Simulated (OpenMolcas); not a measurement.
**HF/cc-pVTZ (RICD fitting, PCM water) run of [B2H5]− (SMILES B[BH3-])**

Aim: energy and gradient of [B2H5]−. 

Program for the calculation: OpenMolcas 26.06.

5 further runs of the same task are left out: 1 that didn't finish, 4 set aside as unsound or not needed.

**1. Starting point**

[B2H5]−: 7 atoms, total charge -1, spin state singlet. SMILES: `B[BH3-]`. All atoms were displaced at random from a relaxed shape.

Bond lengths: B1–B2 1.697 Å, B1–H3 1.042 Å, B1–H4 1.364 Å, B2–H5 1.324 Å, B2–H6 1.375 Å, B2–H7 1.132 Å. Angles: B1–B2–H5 101.7°, B1–B2–H6 116.5°, B1–B2–H7 125.5°, B2–B1–H3 126.0°, B2–B1–H4 124.4°, H5–B2–H6 98.3°, H5–B2–H7 101.8°, H6–B2–H7 107.7°, H3–B1–H4 109.6°.

**2. Energy and gradient at HF/cc-pVTZ (RICD fitting, PCM water)**

The input, calc.input:

```
>>> EXPORT MOLCAS_PRINT=2

&GATEWAY
 Coord
 7
 angstrom
 B        0.239266      -0.793757       0.532301
 B       -0.034899       0.680771      -0.262658
 H        1.126352      -1.084760       0.994342
 H       -0.705835      -1.761959       0.707071
 H       -0.447239       0.271336      -1.451871
 H       -1.161224       1.377678       0.108137
 H        0.760992       1.435928      -0.540564
 Basis=cc-pVTZ
 Group=NoSym
 RICD
 RF-Input
 PCM-Model
 Solvent=water
 End of RF-Input

&SEWARD

&SCF
 Charge=-1
 PrOrbitals=1 2

&ALASKA
```

On the command line:

```sh
export MOLCAS_MEM=1860
pymolcas calc.input > calc.log
```

Output:

```text
--- Start Module: gateway ---
[...]
--- Stop Module: gateway /rc=_RC_ALL_IS_WELL_ ---
[...]
      Basis functions          130
[...]
--- Start Module: scf ---
[...]
       Convergence after  13 Iterations
[...]
::    Total SCF energy                                -52.2957588873
[...]
      Total spin, S                                     0.0000000000
[...]
      Total electronic charge=   16.000000
      Total            charge=   -1.000000
[...]
      Dipole Moment (debye):
      Origin of the operator (angstrom)=    0.0673   -0.0371    0.1029
                   X=  1.9113E+00               Y= -2.8350E+00               Z=  2.0328E+00           Total=  3.9778E+00
      Center of Charge (angstrom)
[...]
--- Stop Module: scf /rc=_RC_ALL_IS_WELL_ ---
[...]
--- Start Module: alaska ---
[...]
 *              Molecular gradients               *
 **************************************************
  Irreducible representation: a
 ------------------------------------------------------------------------------------------
                              X                       Y                       Z
 ------------------------------------------------------------------------------------------
  B1                1.12389429467337E-01   -1.03702844713294E-02    2.81816180512026E-02
  B2                7.09519616375726E-02    2.21418149627659E-02    1.77721444029046E-02
  H3               -9.52928610508259E-02    3.31768934459733E-02   -4.37650207319997E-02
  H4               -2.44080939694684E-02   -2.77877171073229E-02    4.56039766057947E-03
  H5               -5.74056289744879E-03   -2.39640537921670E-03   -1.59666579705178E-02
  H6               -2.57464398385214E-02    1.75691371027089E-02    1.66226687015941E-03
  H7               -3.75414083532394E-02   -2.77815448215699E-02   -1.04039393154720E-03
 ------------------------------------------------------------------------------------------
--- Stop Module: alaska /rc=_RC_ALL_IS_WELL_ ---
[...]
```

Run time: 8.7 s. Hardware: 1 thread of Intel Xeon 6975P-C (Granite Rapids), shared host; peak memory 0.21 GiB.

**3. Summary of results**

Level: HF/cc-pVTZ (RICD fitting, PCM water).

| quantity | value |
| --- | --- |
| total energy | -52.29576 Eh |
| HOMO energy | -9.62 eV |
| LUMO energy | 2.79 eV |
| HOMO–LUMO gap (to an unbound level, set by the basis) | 12.41 eV |
| largest force on an atom | 5.982 eV/Å |

**Reading.** Mulliken charges run from -0.54 on B2 to +0.06 on H3; they depend strongly on the basis.
